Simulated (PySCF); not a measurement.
**BCl + HCl → BH + Cl₂**

Level: B3LYP in the def2-SVP basis family, all electrons, no relativity, computed in PySCF with density fitting; open shells unrestricted.

```json
{"species": "BCl", "state and structure": "singlet, C∞v, B–Cl 1.723 Å", "E (Eh)": "-484.83297", "ZPE (kJ/mol)": "5.1", "H(298 K) − H(0) (kJ/mol)": "8.8", "S° (J/(mol K))": "213.2"}
{"species": "HCl", "state and structure": "singlet, C∞v, H–Cl 1.290 Å", "E (Eh)": "-460.67010", "ZPE (kJ/mol)": "17.7", "H(298 K) − H(0) (kJ/mol)": "8.7", "S° (J/(mol K))": "186.8"}
{"species": "BH", "state and structure": "singlet, C∞v, B–H 1.248 Å", "E (Eh)": "-25.26830", "ZPE (kJ/mol)": "14.1", "H(298 K) − H(0) (kJ/mol)": "8.7", "S° (J/(mol K))": "172.1"}
{"species": "Cl₂", "state and structure": "singlet, D∞h, Cl–Cl 2.056 Å", "E (Eh)": "-920.09345", "ZPE (kJ/mol)": "3.0", "H(298 K) − H(0) (kJ/mol)": "9.3", "S° (J/(mol K))": "223.8"}
```

Problem. What is the electronic reaction energy?

Solution. At B3LYP/def2-SVP, ΔE = 371.0 kJ/mol from the differences of the total energies times 2625.5, uphill. 

Problem. Add zero-point, thermal and entropy terms for 298.15 K and 1 bar.

Solution. ΔZPE = -5.7 and Δ[H(298) − H(0)] = 0.5 kJ/mol give ΔH° = 365.8 kJ/mol. ΔS° = -4.1 J/(mol K), so ΔG° = 365.8 − 298.15 × (-0.0041) = 367 kJ/mol.

The structures come from searches over a few start shapes, so lower isomers are not excluded.
